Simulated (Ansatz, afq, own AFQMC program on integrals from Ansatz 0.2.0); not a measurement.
**YNH₃O, doublet in def2-TZVP, levels against AFQMC with the constraint released**

```xyz
6

N    -0.4943    1.4967   -0.4423
Y     0.3875   -0.4109   -0.2519
O    -0.8874   -1.9047    0.0381
H    -1.4782    1.7598   -0.4085
H     0.0273    2.3625   -0.5930
H    -1.6106   -2.5163    0.1714
```

Connectivity, by distances: NH2–Y–OH.

Basis def2-TZVP with its core potentials. Only valence electrons are correlated. AFQMC by an in-house program on the Cholesky factors that Ansatz 0.2.0 writes for its CCSD(T) run. The CISD trial takes its coefficients from CCSD amplitudes. Released means that phaseless walkers are propagated on without the constraint, phases kept. Uncertainties: one standard error, sampling alone. No spin–orbit coupling. The metal's outer-core s and p shells are frozen, which shifts wave-function levels against functionals.

Determinant: UHF, the one that the program's search chose, which needn't be the lowest solution. The geometry is a PBE0/def2-SVP stationary point of this or a neighbouring charge and spin state.

No full CI on the walks' own integrals is used here. The released AFQMC energy serves as the reference, which it does only where one determinant dominates, the energy is flat over the last release times and near the phaseless one (40 meV or 2 meV an electron, half that with transition metals). On small molecules, where full CI could be run and the noise was under 10 meV, such values lay within 10 meV of it in 19 cases of 20, a flattering rate, since the rule was set on those same cases; what remains of the bias isn't in the error bar.

Cautions: no spin-orbit coupling; outer-core shells of the metal frozen; the released value is read at 1.20 1/Eh, later times being too noisy (meV from the phaseless value at times in 1/Eh: -8 ± 5 at 0.24, -13 ± 5 at 0.60, -1 ± 9 at 1.20, -50 ± 22 at 1.80, -15 ± 21 at 2.60); released reference can be 30 meV off for metals.

```
T1 diagnostic                               : 0.0177
weight of the determinant in the CISD state : 0.855
⟨S²⟩ of the determinant                     : 0.751
size of the correlated space                : 17 electrons in 114 orbitals
```

```json
{"level": "MP2", "correlation energy (eV)": "-13.8931"}
{"level": "CCSD", "correlation energy (eV)": "-14.1230"}
{"level": "CCSD(T)", "correlation energy (eV)": "-14.6467"}
```

Estimate where phaseless AFQMC with a CISD trial lies against CCSD(T) on the same integrals.

2.4 ± 0.6 kJ/mol below CCSD(T).

Reference: AFQMC with the constraint released, correlation energy -14.672 ± 0.009 eV.

```tsv
level	E − E(reference) (kJ/mol)	share of correlation (%)
CCSD(T)	2.5 ± 0.9	99.83
ph-AFQMC/CISD	0.1 ± 1.1	99.99
```

Released energies are given only where the last usable release times agree within the noise; a slower fall can still hide under it.
